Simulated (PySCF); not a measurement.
## Working out the electron affinity of S

S⁻ [Ne] 3s2 3p5 (2P) → S [Ne] 3s2 3p4 (3P). Calculation: PySCF 2.14, in aug-cc-pwCVTZ; the non-relativistic Hamiltonian (point nucleus). Frozen: nothing. Energies in hartree (1 hartree = 27.21139 eV):

```
             part   S⁻ (lower)    S (upper)
              UHF  -397.542749  -397.510159
MP2 opposite-spin    -0.331665    -0.302090
    MP2 same-spin    -0.123577    -0.114465
```

What does Hartree-Fock give?

(-397.510159) − (-397.542749) = 0.032590 hartree = 0.887 eV.

What do MP2 and SCS-MP2 (6/5 opposite-spin, 1/3 same-spin) give?

The opposite-spin parts differ by 0.805 eV and the same-spin parts by 0.248 eV. MP2: 0.887 + (0.805) + (0.248) = 1.940 eV. SCS-MP2: 0.887 + 1.2 × (0.805) + (0.248)/3 = 1.936 eV.

A first-order spin-orbit estimate adds -0.003 eV to MP2 (all electrons), giving 1.937 eV against 2.077 eV (measured; photodetachment measurements, as compiled on the Wikipedia data page of electron affinities).

What remains against the reference includes basis incompleteness and correlation beyond second order.
